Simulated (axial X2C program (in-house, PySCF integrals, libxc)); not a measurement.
Photoelectron levels of CO by EOM-IP-CCSD

Computed with an in-house all-electron X2C program for linear molecules (integrals from PySCF): two-component X2C with atomic mean-field Coulomb and Gaunt terms, Gaussian nuclei, basis O dyall-av3z, C dyall-v3z with contracted cores.

R = 1.124 Å (near the PBE0 minimum at charge 0 of the determinant lowest at the starting distance; the state shown can have its own minimum elsewhere).

Hartree–Fock spinors of CO (one of each Kramers pair; a window near the gap, which can cut inner shells):

```tsv
ω	occupied	ε (eV)	character
1/2	yes	-21.92	67% O p, 15% O s, 10% C s
1/2	yes	-17.48	69% O p, 24% C p, 5% C d
3/2	yes	-17.46	69% O p, 24% C p, 5% C d
1/2	yes	-15.08	41% C p, 34% C s, 13% O p
1/2	no	2.65	78% O p, 19% C p, 2% C d
3/2	no	2.65	78% O p, 19% C p, 2% C d
1/2	no	2.75	53% O s, 45% O p
1/2	no	3.23	46% O p, 37% O s, 10% C p
1/2	no	3.50	48% C p, 31% O p, 13% O d
3/2	no	3.50	48% C p, 31% O p, 13% O d
```

Vertical ionisation energies of CO to the states of CO⁺:

```
Ω of CO⁺  vertical IE (eV)  above lowest (cm⁻¹)                ionised spinor  one-hole weight
     1/2            14.170                    0  40% C pσ, 34% C sσ, 13% O pσ             0.93
     3/2            17.108                23700            69% O pπ, 24% C pπ             0.94
     1/2            17.123                23815            69% O pπ, 24% C pπ             0.94
     1/2            19.809                45483  66% O pσ, 17% O sσ, 10% C sσ             0.91
```

Q: How far does the lowest EOM-IP-CCSD energy lie from the Koopmans value −ε of the highest filled spinor?

A: 14.170 eV against 15.08 eV, a shift of -0.91 eV: relaxation of the final state lowers the energy and the loss of correlation raises it.

Q: What is the splitting of the first π pair in the table, and is it regular or inverted?

A: E(3/2) − E(1/2) = 23700 − 23815 = -115 cm⁻¹ at EOM-IP-CCSD: inverted, Ω = 3/2 lower. Splittings at this level can be off by ten to twenty per cent.

This point took 3.7 s on 1 thread of Intel(R) Xeon(R) 6975P-C (Granite Rapids), on a shared host.

Reference electrons by ω block (each with its −ω partner): 1/2: 6, 3/2: 1. 10 electrons of CO correlated (inner shells frozen), 94 natural virtual spinors (a truncated set); levels can be off by some tenths of an eV. Roots sought by Ω: (1/2: 4, 3/2: 3, 5/2: 1); rows need 60 % one-particle weight and stop where some Ω has no more roots. Missing are any skipped roots, higher Ω and states of a further excitation; these come out far too high here and may in truth be low or lowest. T1 of the reference 0.017 (Lee–Taylor). Number of frozen shells: O 1 s; C 1 s.
